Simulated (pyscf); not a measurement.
HO–GaH–AsH₂ + hydrogen (H₂) → AsH₃ + HO–GaH₂ (four-centre exchange; singlet surface; As–Ga, H–H broken, As–H, Ga–H formed). Structures and frequencies: ωB97X-D3(BJ)/def2-SVP in PySCF. Energies in kcal/mol from the separated reactants.

| level | barrier | reaction energy |
|---|---|---|
| ωB97X-D3(BJ)/def2-TZVP | 39.7 | +13.6 |
| r²SCAN/def2-TZVP | 33.8 | +10.9 |
| B3LYP-D3(BJ)/def2-TZVP | 38.1 | +10.0 |
| PBE0-D3(BJ)/def2-TZVP | 34.3 | +10.7 |
| M06-2X/def2-TZVP | ___ | ___ |
| HF/def2-TZVP | ___ | +4.3 |

### Question
Some entries are withheld; supply them.

### Answer

- M06-2X/def2-TZVP, barrier: 38.8
- M06-2X/def2-TZVP, reaction energy: +12.5
- HF/def2-TZVP, barrier: 52.2

The functionals in the table span 5.9 kcal/mol in this barrier, from r²SCAN to ωB97X-D3(BJ). On the product side the descent ends in a complex, 4.1 kcal/mol under the separated species and 30.2 kcal/mol under the saddle at ωB97X-D3(BJ)/def2-TZVP. At the saddle there is also a short Ga–H contact that neither side keeps. The same reactants have a lower exit, to H₂Ga–AsH₂ + H₂O (barrier +23.0 kcal/mol at ωB97M-D3(BJ), against +39.1 kcal/mol here). One saddle was located; it need not be the lowest between these sides. Elements up to Kr have no core potential and no relativistic terms here.
